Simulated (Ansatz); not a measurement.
# SiNH2 (sextet): wave-function methods side by side, 6-31G

Aim: climb from Hartree-Fock through coupled cluster and multireference methods for SiNH2 (sextet) at one geometry and basis, and see what each rung misses.

Computed with Ansatz 0.2.0, Gaussian basis. Level: 6-31G, core rule «outside noble gas», up to 6 orbitals frozen.

The runs, in order: UHF; CCSD(T) on ROHF; CCSD(T) on UHF; BCCD(T) on ROHF; CISD; CCSDT(Q) on ROHF; CCSDT(Q) on UHF; CCSDTQ on ROHF; CCSDTQ on UHF; CASSCF and MRCISD+Q, 11 electrons in 10 orbitals; CASSCF and NEVPT2, 11 electrons in 10 orbitals; Full CI.

3 further runs of the same task are left out: 3 set aside as unsound or not needed.

## (1) The geometry

The geometry is a PBE0/def2-TZVP stationary point (not a proven minimum) of the parent state, kept for this charge and spin.

4 atoms, charge 0, spin multiplicity 6.

Atoms are counted from 1 here; the program's logs count them from 0.

Bond lengths: Si1–N2 1.849 Å, Si1–H3 1.470 Å, Si1–H4 1.470 Å. Angles: N2–Si1–H3 117.7°, N2–Si1–H4 117.7°, H3–Si1–H4 124.6°.

## (2) UHF

Input file in.yaml:

```yaml
crystal:
  periodic: [false, false, false]
  atoms:
    - {symbol: Si, position_ang: [0.000000, 0.000000, 0.555774]}
    - {symbol: N, position_ang: [0.000000, 0.000000, -1.292740]}
    - {symbol: H, position_ang: [0.000000, 1.301958, 1.239079]}
    - {symbol: H, position_ang: [0.000000, -1.301958, 1.239079]}
basis:
  gaussian: {orbitals: 6-31G}
magnetization: {spin_polarized: true, initial_magnetization: 5}
hamiltonian: {xc: hf}
output: {orbitals: {seedname: orbitals}}
```

Run with:

```sh
$ ansatz run in.yaml --threads 1 --pin off --events-out ev --progress --plain --max-ram 4096MiB --backend cpu
```

After this run come: CCSD(T) on ROHF; CCSD(T) on UHF; BCCD(T) on ROHF; CISD; CCSDT(Q) on ROHF; CCSDT(Q) on UHF; CCSDTQ on ROHF; CCSDTQ on UHF; CASSCF and MRCISD+Q, 11 electrons in 10 orbitals; CASSCF and NEVPT2, 11 electrons in 10 orbitals; Full CI.

Q: Predict the results of all the runs planned. Wanted: FCI below the RHF energy; RMP2 from FCI; UMP2 from FCI; RCCSD from FCI; RCCSD(T) from FCI; UCCSD(T) from FCI; RCCSDT(Q) from FCI; UCCSDT(Q) from FCI; NEVPT2 valence from FCI.

The runs gave:

| quantity | value |
| --- | --- |
| FCI below the RHF energy | -2.7525 eV |
| RMP2 from FCI | +17.36 kcal/mol |
| UMP2 from FCI | +17.00 kcal/mol |
| RCCSD from FCI | +1.42 kcal/mol |
| RCCSD(T) from FCI | +0.40 kcal/mol |
| UCCSD(T) from FCI | +0.37 kcal/mol |
| RCCSDT(Q) from FCI | 0.00 kcal/mol |
| UCCSDT(Q) from FCI | -0.04 kcal/mol |
| NEVPT2 valence from FCI | +11.77 kcal/mol |
| MRCISD+Q valence from FCI | +0.65 kcal/mol |
| levels within 1 kcal/mol (43 meV) | RCCSD(T), UCCSD(T), BCCD(T), RCCSDT, UCCSDT, RCCSDT(Q), UCCSDT(Q), RCCSDTQ, UCCSDTQ, MRCISD+Q valence |
| T1 diagnostic | 0.020 |
| effectively unpaired electrons | 5.02 |

In words: RCCSD(T) lands +0.40 kcal/mol from the yardstick (0.6 % of the correlation energy). One determinant dominates. Of the multireference levels listed MRCISD+Q valence comes nearest in total energy (+0.65 kcal/mol), which doesn't show that its space is the better one. These misses are within one basis, not against nature; the frozen cores of restricted and unrestricted runs differ, which can shift their rows.
